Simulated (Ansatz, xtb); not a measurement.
Two isomers of C2H6S2

Structure I is `CCSS`, a singlet and structure II is `SCCS`, a singlet. Both are isolated molecules in the gas phase, relaxed with B3LYP-D3(BJ)/def2-SVP; each stands in its lowest conformer found.

Which of the two would you expect CCSD(T)/def2-SVP + ΔMP2/def2-TZVPP electronic energies to favour?

Structure I; the calculation gives E(II) − E(I) = +19.4 kJ/mol.

The same difference at several levels:

```json
{"level": "GFN2-xTB", "geometry": "GFN2-xTB", "E(II) − E(I) (kJ/mol)": "+63.2", "departure from the last row (kJ/mol)": "+43.8", "job, with rough time for the two": "optimisation, 0.096 s"}
{"level": "HF/STO-3G", "geometry": "GFN2-xTB", "E(II) − E(I) (kJ/mol)": "+35.5", "departure from the last row (kJ/mol)": "+16.1", "job, with rough time for the two": "single point, 0.24 s"}
{"level": "r2SCAN-D4/def2-SVP", "geometry": "GFN2-xTB", "E(II) − E(I) (kJ/mol)": "+13.1", "departure from the last row (kJ/mol)": "−6.4", "job, with rough time for the two": "single point, 2.8 s"}
{"level": "B3LYP-D3(BJ)/def2-SVP", "geometry": "B3LYP-D3(BJ)/def2-SVP", "E(II) − E(I) (kJ/mol)": "+15.0", "departure from the last row (kJ/mol)": "−4.4", "job, with rough time for the two": "optimisation, 19 s"}
{"level": "HF/def2-SVP", "geometry": "B3LYP-D3(BJ)/def2-SVP", "E(II) − E(I) (kJ/mol)": "+10.2", "departure from the last row (kJ/mol)": "−9.3", "job, with rough time for the two": "part of the CCSD(T) run"}
{"level": "MP2/def2-SVP", "geometry": "B3LYP-D3(BJ)/def2-SVP", "E(II) − E(I) (kJ/mol)": "+1.7", "departure from the last row (kJ/mol)": "−17.7", "job, with rough time for the two": "part of the CCSD(T) run"}
{"level": "CCSD(T)/def2-SVP", "geometry": "B3LYP-D3(BJ)/def2-SVP", "E(II) − E(I) (kJ/mol)": "+4.4", "departure from the last row (kJ/mol)": "−15.0", "job, with rough time for the two": "single point"}
{"level": "CCSD(T)/def2-SVP + ΔMP2/def2-TZVPP", "geometry": "B3LYP-D3(BJ)/def2-SVP", "E(II) − E(I) (kJ/mol)": "+19.4", "departure from the last row (kJ/mol)": "", "job, with rough time for the two": "single point, 14 s"}
```

As drawn, II has 1 C–S, 1 S–H in place of 1 S–S, 1 C–H.

MP2/def2-SVP finds them nearly level. The largest departure from CCSD(T)/def2-SVP + ΔMP2/def2-TZVPP is that of GFN2-xTB, 43.8 kJ/mol. The last row adds to CCSD(T) the change of the MP2 difference between the two basis sets, here +15.0 kJ/mol, a large step that makes the value less sure.

With harmonic frequencies from B3LYP-D3(BJ)/def2-SVP (ideal gas, rigid rotor, one conformer each, 400 K, 1 atm): the zero-point term adds −3.9 kJ/mol; ΔH is +15.1 and ΔG +18.7 kJ/mol.

The correlated steps freeze 12 core orbitals. Run with Ansatz 0.2.0, xtb 6.7.1; the last row on 2 threads of Arm Neoverse V2 on a shared host.
